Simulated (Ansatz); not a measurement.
**Worked example: building the atomization energy of SCO, singlet**

Measured: the G2/97 heats of formation, with zero-point and thermal terms from B3LYP taken off, give an electronic atomization energy of 333.5 kcal/mol (Curtiss et al., J. Chem. Phys. 106, 1063 (1997); Staroverov et al., J. Chem. Phys. 119, 12129 (2003)). The calculation below tries to reproduce it.

Geometry (MP2(full)/6-31G*, from the G2/97 set):

```xyz
3

O     0.0000    0.0000   -1.3076
C     0.0000    0.0000   -0.1288
S     0.0000    0.0000    1.4364
```

Atomization energies (atoms less molecule, kcal/mol) from Ansatz 0.2.0, frozen cores, restricted molecule, unrestricted atoms (their steps beyond CCSDT(Q) from restricted open-shell runs), sets cc-pV(D+d)Z, cc-pV(T+d)Z, cc-pV(Q+d)Z:

```tsv
level	DZ	TZ	QZ
HF	198.44	203.94	204.69
CCSD(T)	304.46	321.41	328.62
CCSDT	304.35	320.56	–
CCSDT(Q)	305.60	322.04	–
CCSDTQ	305.41	–	–
```

Q: Extrapolate Hartree–Fock with exp(−5.46 √X) and the CCSD(T) correlation part with X⁻³ (X = 3, 4), add each higher step from the largest set that has it, and compare with the measured value.

A: Hartree–Fock: 204.69 + (204.69 − 203.94) × 0.301 = 204.92.
Correlation: TZ 117.47, QZ 123.93; (64 × 123.93 − 27 × 117.47) / 37 = 128.64.
Full triples (TZ): 320.56 − 321.41 = -0.85.
(Q) (TZ): 322.04 − 320.56 = 1.48.
Full quadruples (DZ): 305.41 − 305.60 = -0.19.
Sum: 334.0 kcal/mol, 0.5 above the measured 333.5.

The steps beyond CCSD(T) add 0.44 kcal/mol, while going from QZ to the limit adds 4.94. Core correlation, scalar relativity, spin–orbit terms and the relaxation from this MP2 geometry are missing from the sum, and the measured value has its own uncertainty.
